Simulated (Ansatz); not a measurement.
SnH₂, triplet: the ladder up to full CI

Geometry: a PBE0/def2-TZVP stationary point for this spin, not checked as a minimum.

```xyz
3

Sn    0.0000   -0.0144    0.0000
H     0.0000    0.8475   -1.4828
H     0.0000    0.8475    1.4828
```

Basis def2-SVP with its core potentials; Ansatz 0.2.0. Only valence electrons are correlated (noble-gas cores and the filled d shells of p-block atoms frozen), which leaves 6 electrons in 27 orbitals. Prefix R: restricted or restricted open-shell reference; prefix U: unrestricted. Active spaces: pair = (4e, 4o) about the gap; valence = (6e, 6o) chosen from the atoms' valence shells. No spin–orbit coupling is included; scalar relativity enters through the core potentials alone.

Full CI is exact within this basis and frozen core; it isn't the basis-set limit. The frozen core follows each run's orbitals, which can shift R against U totals by a few meV for light atoms and by up to 0.1 eV past Ca.

The UHF ⟨S²⟩ is 2.005 and the T1 diagnostic (RCCSD) is 0.0184. The largest doubles amplitude (RCCSD) is 0.057.

```
                   level  E − E(full CI) (kJ/mol)  share of correlation (%)  wall time
                     RHF                    225.6                      0.00          –
                    RMP2                     58.2                     74.19          –
                   RCCSD                      5.8                     97.43          –
                RCCSD(T)                      1.5                     99.34        1 s
                 BCCD(T)                      1.5                     99.35     0.66 s
                  RCCSDT                      0.0                    100.00          –
               RCCSDT(Q)                     -0.1                    100.03        3 s
  CASSCF (valence space)                    135.9                     39.76          –
  NEVPT2 (valence space)                     40.0                     82.27     0.66 s
  MRCISD (valence space)                      3.8                     98.30          –
MRCISD+Q (valence space)                     -0.7                    100.31        1 s
```

The correlation energy at full CI, counted from RHF, is -2.339 eV. That run took 7.5 s on 1 thread of Arm Neoverse V2, shared host over 2,129,664 determinants.

Run but not shown, since their state or frozen core can't be matched to the reference's or they repeat it: UHF, UMP2, UCCSD, UCCSD(T), UCCSDT, UCCSDT(Q), CASSCF (pair space), NEVPT2 (pair space), MRCISD (pair space), MRCISD+Q (pair space).

Times hold each run's SCF and search for its determinant on a shared host, so for small cases they say little of a method's own cost; they ran on 1 thread of Arm Neoverse V2.

More than 5 meV below full CI, which no variational method can be: MRCISD+Q (valence space).

The full-CI state has the irrep B1 of C2v, in the program's axes.

Natural occupations of full CI about the gap: 1.957 1.940 0.995 0.990 0.038 0.025 0.008 0.007 0.007 0.007; effectively unpaired electrons, Σ n²(2−n)², 2.03.
